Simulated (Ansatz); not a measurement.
Ansatz (a quantum-chemistry and plane-wave program) input (CCSD(T)/cc-pCVDZ): A basis named .json is the Basis Set Exchange file of that set (core-valence sets with the plain set on hydrogen).

Ansatz 0.2 input:
```yaml
crystal:
  periodic: [false, false, false]
  atoms:
    - {symbol: N, position_ang: [-1.06982458, 0.19432482, 0.10751560]}
    - {symbol: C, position_ang: [0.27236484, 0.31364904, -0.04785169]}
    - {symbol: O, position_ang: [1.05073958, -0.61125119, -0.08188812]}
    - {symbol: H, position_ang: [-1.47667231, -0.72197082, 0.20424856]}
    - {symbol: H, position_ang: [-1.66665177, 1.00198023, 0.12805939]}
    - {symbol: H, position_ang: [0.59199050, 1.36783209, -0.14270206]}
basis:
  gaussian:
    orbitals: cc-pCVDZ.json
magnetization: {spin_polarized: false}
correlation: {method: ccsd_t, frozen_orbitals: {C: 0, H: 0, N: 0, O: 0}}
```

Output:

```
Functional definition: HF
integrals: 0.04 GiB planned
599 factors; integrals over basis functions are off by at most 1.2e-3 eV
mean field: 0.12 GiB planned
mean field evaluation 1: about -4594.4506 eV, gradient 3.8e1 eV
mean field evaluation 2: about -4594.4532 eV, gradient 3.8e1 eV
mean field evaluation 4: about -4597.2988 eV, gradient 3.7e0 eV
mean field evaluation 8: about -4597.3459 eV, gradient 4.0e-1 eV
mean field evaluation 16: about -4597.2950 eV, gradient 3.7e0 eV
mean field -4597.34762605 eV, -168.9494090632 hartree, gradient 2.3e-6 eV, S^2 0.000000; 0 other end points of the search recorded, 0 dependent functions left out
reference -4597.34762605 eV, -168.9494090632 hartree; 12, 12 occupied and 57, 57 virtual orbitals, 599 factors
second order -16.23609475 eV of doubles, -0.00000000 eV of singles
coupled cluster: 0.17 GiB planned
cycle   1  -16.37625642 eV  change   -1.4e-1 eV  update   9.6e-2
cycle   2  -16.74654978 eV  change   -3.7e-1 eV  update   3.0e-2
cycle   3  -16.85761367 eV  change   -1.1e-1 eV  update   1.7e-2
cycle   4  -16.84926421 eV  change    8.3e-3 eV  update   4.2e-3
cycle   5  -16.84560306 eV  change    3.7e-3 eV  update   1.8e-3
cycle   6  -16.84631522 eV  change   -7.1e-4 eV  update   5.3e-4
cycle   7  -16.84611196 eV  change    2.0e-4 eV  update   2.0e-4
cycle   8  -16.84596297 eV  change    1.5e-4 eV  update   6.4e-5
cycle   9  -16.84596127 eV  change    1.7e-6 eV  update   2.9e-5
perturbative correction -0.44068308 eV, -0.0161948044 hartree
Total energy: -4614.63427040 eV, -169.5846815258 hartree
```
